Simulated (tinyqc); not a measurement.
Inside a calculation. Method: CIS on RHF in the sto-6g basis, for HF, spin multiplicity 1. Computed by tinyqc, a small Python program that keeps every step (integrals from PySCF). Settings: charge = 0, multiplicity = 1, basis = sto-6g, method = RHF, energy threshold = 1e-10, iteration cap = 68, orthogonalisation = symmetric, start = atomic densities, DIIS depth = 6. Command: `OMP_NUM_THREADS=1 python tinyqc.py 21969 21970 out.jsonl` (the two numbers bound the seeds that draw the settings). One thread of a shared host (Intel(R) Xeon(R) Processor @ 2.60GHz), about 0.1 s of CPU time with the checks. Later iterations appear only in the table of the cycle.

## One-electron integrals

Geometry (angstrom):

| atom | x | y | z |
|---|---|---|---|
| F | 0.000000 | 0.000000 | 0.000000 |
| H | 0.000000 | 0.000000 | 1.163000 |

Basis sto-6g: exponents (1/bohr^2) and contraction coefficients of normalised primitives:

| element | l (shell) | exponent | coefficient |
|---|---|---|---|
| F | s (1) | 1728.626574 | 0.009164 |
| F | s (1) | 316.941790 | 0.049361 |
| F | s (1) | 88.668891 | 0.168538 |
| F | s (1) | 30.460157 | 0.370563 |
| F | s (1) | 11.828570 | 0.416492 |
| F | s (1) | 4.871659 | 0.130334 |
| F | s (2) | 67.032281 | -0.013253 |
| F | s (2) | 13.267438 | -0.046992 |
| F | s (2) | 4.123510 | -0.033785 |
| F | s (2) | 1.586463 | 0.250242 |
| F | s (2) | 0.689002 | 0.595117 |
| F | s (2) | 0.315820 | 0.240706 |
| F | p (3) | 67.032281 | 0.003760 |
| F | p (3) | 13.267438 | 0.037679 |
| F | p (3) | 4.123510 | 0.173897 |
| F | p (3) | 1.586463 | 0.418036 |
| F | p (3) | 0.689002 | 0.425860 |
| F | p (3) | 0.315820 | 0.101708 |
| H | s (1) | 35.523221 | 0.009164 |
| H | s (1) | 6.513144 | 0.049361 |
| H | s (1) | 1.822143 | 0.168538 |
| H | s (1) | 0.625955 | 0.370563 |
| H | s (1) | 0.243077 | 0.416492 |
| H | s (1) | 0.100112 | 0.130334 |

Overlap, kinetic and nuclear-attraction integrals over the contracted functions; the nuclear repulsion is the sum of Za Zb / Rab.

nuclear repulsion = 4.09509450 hartree

overlap S:
```
           1F 1s     1F 2s    1F 2px    1F 2py    1F 2pz     2H 1s
1F 1s   1.000000  0.232479  0.000000  0.000000  0.000000  0.028675
1F 2s   0.232479  1.000000  0.000000  0.000000  0.000000  0.305557
1F 2px  0.000000  0.000000  1.000000  0.000000  0.000000  0.000000
1F 2py  0.000000  0.000000  0.000000  1.000000  0.000000  0.000000
1F 2pz  0.000000  0.000000  0.000000  0.000000  1.000000  0.258922
2H 1s   0.028675  0.305557  0.000000  0.000000  0.258922  1.000000
```

kinetic energy T (hartree):
```
            1F 1s      1F 2s    1F 2px    1F 2py    1F 2pz      2H 1s
1F 1s   37.397730  -1.143349  0.000000  0.000000  0.000000  -0.005473
1F 2s   -1.143349   1.082297  0.000000  0.000000  0.000000   0.032963
1F 2px   0.000000   0.000000  3.251325  0.000000  0.000000   0.000000
1F 2py   0.000000   0.000000  0.000000  3.251325  0.000000   0.000000
1F 2pz   0.000000   0.000000  0.000000  0.000000  3.251325   0.116295
2H 1s   -0.005473   0.032963  0.000000  0.000000  0.116295   0.768522
```

nuclear attraction V (hartree):
```
             1F 1s       1F 2s      1F 2px      1F 2py      1F 2pz      2H 1s
1F 1s   -78.277462   -7.971491    0.000000    0.000000   -0.009901  -1.125938
1F 2s    -7.971491  -11.929831    0.000000    0.000000   -0.116107  -2.633445
1F 2px    0.000000    0.000000  -11.908240    0.000000    0.000000   0.000000
1F 2py    0.000000    0.000000    0.000000  -11.908240    0.000000   0.000000
1F 2pz   -0.009901   -0.116107    0.000000    0.000000  -11.971496  -1.944883
2H 1s    -1.125938   -2.633445    0.000000    0.000000   -1.944883  -5.269139
```

core Hamiltonian H = T + V (hartree):
```
             1F 1s       1F 2s     1F 2px     1F 2py     1F 2pz      2H 1s
1F 1s   -40.879733   -9.114840   0.000000   0.000000  -0.009901  -1.131411
1F 2s    -9.114840  -10.847535   0.000000   0.000000  -0.116107  -2.600483
1F 2px    0.000000    0.000000  -8.656914   0.000000   0.000000   0.000000
1F 2py    0.000000    0.000000   0.000000  -8.656914   0.000000   0.000000
1F 2pz   -0.009901   -0.116107   0.000000   0.000000  -8.720171  -1.828588
2H 1s    -1.131411   -2.600483   0.000000   0.000000  -1.828588  -4.500616
```

## Two-electron integrals

Functions are numbered as in S; the eight-fold symmetry (ij|kl) = (ji|kl) = (kl|ij) leaves the list below.

Two-electron integrals (ij|kl) in chemists' order, unique and non-zero (hartree):
```
(11|11) 5.406240   (21|11) 0.768129   (21|21) 0.138909   (22|11) 1.266271
(22|21) 0.283987   (22|22) 0.926367   (31|31) 0.029452   (32|31) 0.044681
(32|32) 0.204753   (33|11) 1.266273   (33|21) 0.283987   (33|22) 0.926366
(33|33) 0.998085   (41|41) 0.029452   (42|41) 0.044681   (42|42) 0.204753
(43|43) 0.053789   (44|11) 1.266273   (44|21) 0.283987   (44|22) 0.926366
(44|33) 0.890506   (44|44) 0.998085   (51|51) 0.029452   (52|51) 0.044681
(52|52) 0.204753   (53|53) 0.053789   (54|54) 0.053789   (55|11) 1.266273
(55|21) 0.283987   (55|22) 0.926366   (55|33) 0.890506   (55|44) 0.890506
(55|55) 0.998085   (61|11) 0.100817   (61|21) 0.017487   (61|22) 0.035003
(61|33) 0.034944   (61|44) 0.034944   (61|51) 0.000762   (61|52) 0.001494
(61|55) 0.035120   (61|61) 0.002238   (62|11) 0.267299   (62|21) 0.060906
(62|22) 0.223156   (62|33) 0.219954   (62|44) 0.219954   (62|51) 0.004430
(62|52) 0.034053   (62|55) 0.229560   (62|61) 0.007678   (62|62) 0.067999
(63|31) 0.006602   (63|32) 0.038357   (63|53) 0.007040   (63|63) 0.009719
(64|41) 0.006602   (64|42) 0.038357   (64|54) 0.007040   (64|64) 0.009719
(65|11) 0.187689   (65|21) 0.043350   (65|22) 0.169736   (65|33) 0.162718
(65|44) 0.162718   (65|51) 0.009298   (65|52) 0.062375   (65|55) 0.183773
(65|61) 0.005688   (65|62) 0.063481   (65|65) 0.068417   (66|11) 0.447508
(66|21) 0.103874   (66|22) 0.438525   (66|33) 0.424683   (66|44) 0.424683
(66|51) 0.008899   (66|52) 0.096688   (66|55) 0.466207   (66|61) 0.013170
(66|62) 0.177846   (66|65) 0.192248   (66|66) 0.774999
```

## Orthogonalisation

S = U s U^T; symmetric (Loewdin) form X = U s^(-1/2) U^T, so that X^T S X = 1.

eigenvalues of S: 0.568259  0.852200  1.000000  1.000000  1.124891  1.454649

X:
```
            1F 1s      1F 2s    1F 2px    1F 2py     1F 2pz      2H 1s
1F 1s    1.021636  -0.124704  0.000000  0.000000  -0.003600   0.014959
1F 2s   -0.124704   1.062727  0.000000  0.000000   0.034481  -0.173738
1F 2px   0.000000   0.000000  1.000000  0.000000   0.000000   0.000000
1F 2py   0.000000   0.000000  0.000000  1.000000   0.000000   0.000000
1F 2pz  -0.003600   0.034481  0.000000  0.000000   1.028568  -0.144483
2H 1s    0.014959  -0.173738  0.000000  0.000000  -0.144483   1.068861
```

## Starting guess

The start is atomic minimal-basis densities projected into this basis (PySCF's MINAO start) and scaled to the electron count of each spin; this density is not idempotent, so its energy is not variational and may lie below the converged one.

D at the start:
```
            1F 1s      1F 2s    1F 2px    1F 2py     1F 2pz      2H 1s
1F 1s    2.151229  -0.496257  0.000000  0.000000   0.010520  -0.011685
1F 2s   -0.496257   2.136709  0.000000  0.000000  -0.062812   0.046748
1F 2px   0.000000   0.000000  1.636290  0.000000   0.000000   0.000000
1F 2py   0.000000   0.000000  0.000000  1.636290   0.000000   0.000000
1F 2pz   0.010520  -0.062812  0.000000  0.000000   1.542071   0.173007
2H 1s   -0.011685   0.046748  0.000000  0.000000   0.173007   1.010661
```

## Iteration 1: building the Fock matrix

J_ij = sum D_kl (ij|kl), K_ij = sum D_kl (ik|jl); F = H + J - 0.5 K; E = tr D H + tr D J / 2 - 0.25 tr D K + E_nn.

Coulomb J (hartree):
```
            1F 1s     1F 2s    1F 2px    1F 2py    1F 2pz     2H 1s
1F 1s   20.209851  3.613916  0.000000  0.000000  0.007614  0.458605
1F 2s    3.613916  9.403661  0.000000  0.000000  0.097668  2.268904
1F 2px   0.000000  0.000000  9.390323  0.000000  0.000000  0.000000
1F 2py   0.000000  0.000000  0.000000  9.390323  0.000000  0.000000
1F 2pz   0.007614  0.097668  0.000000  0.000000  9.430334  1.755442
2H 1s    0.458605  2.268904  0.000000  0.000000  1.755442  4.759472
```

exchange K (hartree):
```
            1F 1s     1F 2s    1F 2px    1F 2py    1F 2pz     2H 1s
1F 1s   11.308096  1.786953  0.000000  0.000000  0.006315  0.256411
1F 2s    1.786953  3.082102  0.000000  0.000000  0.056043  0.906053
1F 2px   0.000000  0.000000  2.276317  0.000000  0.000000  0.000000
1F 2py   0.000000  0.000000  0.000000  2.276317  0.000000  0.000000
1F 2pz   0.006315  0.056043  0.000000  0.000000  2.310005  0.654128
2H 1s    0.256411  0.906053  0.000000  0.000000  0.654128  1.138044
```

Fock matrix F (hartree):
```
             1F 1s      1F 2s     1F 2px     1F 2py     1F 2pz      2H 1s
1F 1s   -26.323930  -6.394401   0.000000   0.000000  -0.005444  -0.801011
1F 2s    -6.394401  -2.984925   0.000000   0.000000  -0.046461  -0.784605
1F 2px    0.000000   0.000000  -0.404749   0.000000   0.000000   0.000000
1F 2py    0.000000   0.000000   0.000000  -0.404749   0.000000   0.000000
1F 2pz   -0.005444  -0.046461   0.000000   0.000000  -0.444840  -0.400210
2H 1s    -0.801011  -0.784605   0.000000   0.000000  -0.400210  -0.310166
```

total energy of this density = -100.10784295 hartree

This density is the starting one; it is not idempotent, so its energy is not variational and may lie below the converged one.

## Iteration 1: diagonalisation and new density

Diagonalise F' = X^T F X, C = X C', fill 5 alpha and 5 beta electrons from the bottom; D = 2 C_occ C_occ^T. Each column has its largest component positive (the first on a tie).

F' = X^T F X (hartree):
```
            1          2          3          4          5          6
1  -25.914030  -3.177862   0.000000   0.000000  -0.018552  -0.091149
2   -3.177862  -1.839078   0.000000   0.000000   0.040808  -0.403705
3    0.000000   0.000000  -0.404749   0.000000   0.000000   0.000000
4    0.000000   0.000000   0.000000  -0.404749   0.000000   0.000000
5   -0.018552   0.040808   0.000000   0.000000  -0.356716  -0.357686
6   -0.091149  -0.403705   0.000000   0.000000  -0.357686  -0.039300
```

orbital energies (hartree): MO1 -26.327219, MO2 -1.530235, MO3 -0.559016, MO4 -0.404749, MO5 -0.404749, MO6 0.267345

coefficients C:
```
              MO1        MO2        MO3        MO4       MO5        MO6
1F 1s    0.997134  -0.243749   0.043685   0.000000  0.000000   0.062688
1F 2s    0.012269   0.987531  -0.231322   0.000000  0.000000  -0.383973
1F 2px   0.000000   0.000000   0.000000  -0.649517  0.760347   0.000000
1F 2py   0.000000   0.000000   0.000000   0.760347  0.649517   0.000000
1F 2pz   0.000684   0.041437   0.817537   0.000000  0.000000  -0.640270
2H 1s   -0.001826   0.105481   0.406521   0.000000  0.000000   1.008643
```

D after iteration 1:
```
            1F 1s      1F 2s    1F 2px    1F 2py     1F 2pz      2H 1s
1F 1s    2.111197  -0.477163  0.000000  0.000000   0.052592  -0.019546
1F 2s   -0.477163   2.057755  0.000000  0.000000  -0.296370   0.020212
1F 2px   0.000000   0.000000  2.000000  0.000000   0.000000   0.000000
1F 2py   0.000000   0.000000  0.000000  2.000000   0.000000   0.000000
1F 2pz   0.052592  -0.296370  0.000000  0.000000   1.340168   0.673431
2H 1s   -0.019546   0.020212  0.000000  0.000000   0.673431   0.352778
```

Within a degenerate level the vectors are fixed only up to a rotation; this is one choice.

## Iteration 7 (converged): orbitals

converged F (hartree):
```
             1F 1s      1F 2s     1F 2px     1F 2py     1F 2pz      2H 1s
1F 1s   -26.255295  -6.371226   0.000000   0.000000  -0.016418  -0.793708
1F 2s    -6.371226  -2.892106   0.000000   0.000000  -0.036297  -0.735331
1F 2px    0.000000   0.000000  -0.471450   0.000000   0.000000   0.000000
1F 2py    0.000000   0.000000   0.000000  -0.471450   0.000000   0.000000
1F 2pz   -0.016418  -0.036297   0.000000   0.000000  -0.252754  -0.462875
2H 1s    -0.793708  -0.735331   0.000000   0.000000  -0.462875  -0.344295
```

As before.

F' = X^T F X (hartree):
```
            1          2          3          4          5          6
1  -25.846724  -3.173325   0.000000   0.000000  -0.033013  -0.089224
2   -3.173325  -1.756416   0.000000   0.000000   0.066324  -0.363961
3    0.000000   0.000000  -0.471450   0.000000   0.000000   0.000000
4    0.000000   0.000000   0.000000  -0.471450   0.000000   0.000000
5   -0.033013   0.066324   0.000000   0.000000  -0.135161  -0.450729
6   -0.089224  -0.363961   0.000000   0.000000  -0.450729  -0.069739
```

orbital energies (hartree): MO1 -26.258448, MO2 -1.436502, MO3 -0.516654, MO4 -0.471450, MO5 -0.471450, MO6 0.403564

coefficients C:
```
              MO1        MO2        MO3        MO4       MO5        MO6
1F 1s    0.997198  -0.243706   0.052288   0.000000  0.000000   0.054748
1F 2s    0.012038   0.988879  -0.289629   0.000000  0.000000  -0.338231
1F 2px   0.000000   0.000000   0.000000  -0.249544  0.968363   0.000000
1F 2py   0.000000   0.000000   0.000000   0.968363  0.249544   0.000000
1F 2pz   0.001158   0.034881   0.689296   0.000000  0.000000  -0.776970
2H 1s   -0.002101   0.103352   0.582069   0.000000  0.000000   0.918836
```

D after iteration 7:
```
            1F 1s      1F 2s    1F 2px    1F 2py     1F 2pz      2H 1s
1F 1s    2.113062  -0.488270  0.000000  0.000000   0.057392   0.006306
1F 2s   -0.488270   2.123826  0.000000  0.000000  -0.330267  -0.132815
1F 2px   0.000000   0.000000  2.000000  0.000000   0.000000   0.000000
1F 2py   0.000000   0.000000  0.000000  2.000000   0.000000   0.000000
1F 2pz   0.057392  -0.330267  0.000000  0.000000   0.952694   0.809640
2H 1s    0.006306  -0.132815  0.000000  0.000000   0.809640   0.698979
```

Within a degenerate level the vectors are fixed only up to a rotation; this is one choice.

## Convergence

Stop when the energy changes by less than 1e-10 hartree and every element of the error matrix X^T (F D S - S D F) X is below 3e-06.

Course of the cycle:

| iteration | E (hartree) | change | largest element of the error matrix |
|---|---|---|---|
| 1 | -100.10784295 | - | 8.32e-01 |
| 2 | -99.40680565 | 7.01e-01 | 2.98e-01 |
| 3 | -99.46325321 | -5.64e-02 | 2.47e-02 |
| 4 | -99.46378825 | -5.35e-04 | 3.17e-03 |
| 5 | -99.46379464 | -6.39e-06 | 3.06e-05 |
| 6 | -99.46379464 | -6.06e-10 | 8.74e-07 |
| 7 | -99.46379464 | -4.55e-13 | 5.09e-09 |

PySCF RHF in the same basis = -99.46379464 hartree

Converged in 7 iterations.

## Populations, bond orders and dipole

Mulliken: Z minus the diagonal of D S on the atom; Loewdin: the same with S^(1/2) D S^(1/2); Mayer order: 2 sum_s sum (D(s) S)_ij (D(s) S)_ji over the two atoms.

Charges (e):

| atom | Mulliken | Loewdin |
|---|---|---|
| 1F | -0.131788 | -0.107039 |
| 2H | 0.131788 | 0.107039 |

Mayer bond orders:

| pair | order |
|---|---|
| 2-1 | 0.982632 |

dipole moment about the origin, x y z (debye): 0.000000  0.000000  1.131203

## Integrals over molecular orbitals

(pq|rs) = sum C_ip C_jq C_kr C_ls (ij|kl), one index at a time.

one-electron integrals over orbitals h = C^T H C (hartree):
```
            1          2          3          4          5          6
1  -40.866581   0.729087  -0.151082   0.000000   0.000000  -0.166107
2    0.729087  -9.196556   0.524362   0.000000   0.000000   0.889672
3   -0.151082   0.524362  -7.027419   0.000000   0.000000   2.172628
4    0.000000   0.000000   0.000000  -8.656914   0.000000   0.000000
5    0.000000   0.000000   0.000000   0.000000  -8.656914   0.000000
6   -0.166107   0.889672   2.172628   0.000000   0.000000  -6.036601
```

Two-electron integrals over orbitals (pq|rs), unique and non-zero (hartree):
```
(11|11) 5.382168    (21|11) -0.531444   (21|21) 0.084599    (22|11) 1.245846
(22|21) -0.023671   (22|22) 0.871932    (31|11) 0.116589    (31|21) -0.017865
(31|22) 0.007989    (31|31) 0.019209    (32|11) -0.130808   (32|21) 0.006217
(32|22) -0.042875   (32|31) 0.020662    (32|32) 0.141499    (33|11) 0.917432
(33|21) -0.008575   (33|22) 0.711035    (33|31) -0.002973   (33|32) -0.021262
(33|33) 0.697903    (41|41) 0.030361    (42|41) 0.039862    (42|42) 0.188165
(43|41) -0.007906   (43|42) -0.031003   (43|43) 0.037870    (44|11) 1.265985
(44|21) -0.014109   (44|22) 0.894197    (44|31) 0.002973    (44|32) -0.069620
(44|33) 0.698094    (44|44) 0.998085    (51|51) 0.030361    (52|51) 0.039862
(52|52) 0.188165    (53|51) -0.007906   (53|52) -0.031003   (53|53) 0.037870
(54|54) 0.053789    (55|11) 1.265985    (55|21) -0.014109   (55|22) 0.894197
(55|31) 0.002973    (55|32) -0.069620   (55|33) 0.698094    (55|44) 0.890506
(55|55) 0.998085    (61|11) 0.124929    (61|21) -0.020930   (61|22) 0.002755
(61|31) -0.011658   (61|32) -0.023788   (61|33) 0.006979    (61|44) 0.003184
(61|55) 0.003184    (61|61) 0.021939    (62|11) -0.180039   (62|21) 0.004910
(62|22) -0.097116   (62|31) -0.020076   (62|32) -0.070861   (62|33) -0.025731
(62|44) -0.095071   (62|55) -0.095071   (62|61) 0.018175    (62|62) 0.091687
(63|11) -0.406649   (63|21) 0.006358    (63|22) -0.222281   (63|31) 0.001743
(63|32) 0.084819    (63|33) -0.101055   (63|44) -0.234520   (63|55) -0.234520
(63|61) -0.004856   (63|62) 0.041899    (63|63) 0.219001    (64|41) -0.007815
(64|42) -0.031579   (64|43) -0.020923   (64|64) 0.029306    (65|51) -0.007815
(65|52) -0.031579   (65|53) -0.020923   (65|65) 0.029306    (66|11) 0.850712
(66|21) -0.008682   (66|22) 0.648776    (66|31) 0.011402    (66|32) 0.052274
(66|33) 0.656511    (66|44) 0.629851    (66|55) 0.629851    (66|61) -0.007897
(66|62) -0.057715   (66|63) -0.020877   (66|66) 0.688106
```

## CIS matrix, singlets

A(ia,jb) = (e_a - e_i) d_ij d_ab + 2 (ia|jb) - (ij|ab).

CIS matrix A, singlet (hartree):
```
           1>6       2>6        3>6       4>6       5>6
1>6  25.855176  0.045031  -0.021113  0.000000  0.000000
2>6   0.045031  1.374665   0.031524  0.000000  0.000000
3>6  -0.021113  0.031524   0.701708  0.000000  0.000000
4>6   0.000000  0.000000   0.000000  0.303774  0.000000
5>6   0.000000  0.000000   0.000000  0.000000  0.303774
```

## CIS singlet states

dipole integrals <i|r|a> (bohr):
```
             x          y          z
1>6   0.000000   0.000000  -0.041143
2>6   0.000000   0.000000  -0.028776
3>6   0.000000   0.000000   1.129756
4>6   0.004701  -0.018243   0.000000
5>6  -0.018243  -0.004701   0.000000
```

Diagonalise A (1 hartree = 27.211386 eV); each vector has its largest component positive (the first on a tie). The transition dipole is mu = sqrt2 sum c_ia <i|r|a>.

singlet excitation energies (eV): 8.266123  8.266123  19.053761  37.444472  703.557925

lowest vectors:
```
       state 1   state 2    state 3    state 4    state 5
1>6   0.000000  0.000000   0.000922  -0.001797   0.999998
2>6   0.000000  0.000000  -0.046751   0.998905   0.001838
3>6   0.000000  0.000000   0.998906   0.046753  -0.000837
4>6  -0.012932  0.999916   0.000000   0.000000   0.000000
5>6   0.999916  0.012932   0.000000   0.000000   0.000000
```

oscillator strengths 2/3 w |mu|^2: 0.000144  0.000144  1.191772  0.001070  0.061222

Within a degenerate level the vectors are fixed only up to a rotation; this is one choice.

## CIS matrix, triplets

A(ia,jb) = (e_a - e_i) d_ij d_ab - (ij|ab).

CIS matrix A, triplet (hartree):
```
           1>6        2>6        3>6       4>6       5>6
1>6  25.811299   0.008682  -0.011402  0.000000  0.000000
2>6   0.008682   1.191290  -0.052274  0.000000  0.000000
3>6  -0.011402  -0.052274   0.263707  0.000000  0.000000
4>6   0.000000   0.000000   0.000000  0.245162  0.000000
5>6   0.000000   0.000000   0.000000  0.000000  0.245162
```

## CIS triplet states

Diagonalise A (1 hartree = 27.211386 eV); each vector has its largest component positive (the first on a tie).

triplet excitation energies (eV): 6.671208  6.671208  7.095785  32.496472  702.361459

lowest vectors:
```
      state 1    state 2   state 3    state 4    state 5
1>6  0.000000   0.000000  0.000426  -0.000378   1.000000
2>6  0.000000   0.000000  0.056085   0.998426   0.000354
3>6  0.000000   0.000000  0.998426  -0.056085  -0.000447
4>6  0.100885   0.994898  0.000000   0.000000   0.000000
5>6  0.994898  -0.100885  0.000000   0.000000   0.000000
```

Within a degenerate level the vectors are fixed only up to a rotation; this is one choice.
